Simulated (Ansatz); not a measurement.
For bcc Fe, PBE-D4 (Ansatz, a quantum-chemistry and plane-wave program, plane waves, PAW) gives:

| Property | Value |
|---|---|
| equilibrium lattice constant a | 2.809 Å |
| magnetic moment | 2.12 μB |

Q: What does PBE0 in Ansatz (plane waves, PAW) give for the same quantities?

A: 
- lattice constant a: 2.910 Å (increases by 3.6 %)
- magnetic moment: 2.87 μB (goes up by 0.75 μB)

For comparison: lattice constant a 2.853 Å (measured, static lattice: zero-point anharmonic expansion removed; as tabulated in Mejia-Rodriguez and Trickey (2018), arXiv:1807.09216).

Changes are worked out from the printed values.

Unless a cell is named, each level is at its own relaxed cell (PBE-D4 11.08, PBE0 12.32 Å³/atom).

Spin-polarised runs: PBE-D4 (parallel moments), PBE0 (parallel moments).

Ansatz's density-functional and Hartree–Fock values are scalar-relativistic unless marked +SOC, with PAW data made under PBE.
